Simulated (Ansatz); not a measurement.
System: antifluorite Mg2Ge. Method: PBE-D3(BJ) in Ansatz (plane waves, PAW).

Run with plane-wave cutoff 500 eV, 12×12×12 k mesh, Fermi–Dirac smearing 0.05 eV, scalar-relativistic PAW data made under PBE.

Cell (relaxed at this level):

```
CELL_PARAMETERS angstrom
      0.00000     3.16255     3.16255
      3.16255     0.00000     3.16255
      3.16255     3.16255     0.00000
ATOMIC_POSITIONS crystal
  Mg 0.25000 0.25000 0.25000
  Mg 0.75000 0.75000 0.75000
  Ge 0.00000 0.00000 0.00000
```

Question: Estimate the band gap that the calculation returns.

Answer: 
- band gap = 0.13 eV (under three smearing widths, so not firm)

Measured, for comparison: band gap 0.74 eV (temperature not stated, no zero-point or thermal correction, indirect, Γ–X; as tabulated in Ryu et al. (2019), arXiv:1905.06140).

Spin–orbit coupling is not included.

Static lattice: no zero-point or thermal effects.

Cost on a shared machine: about 29 core-seconds (a rough figure).

Ansatz is an electronic-structure program.
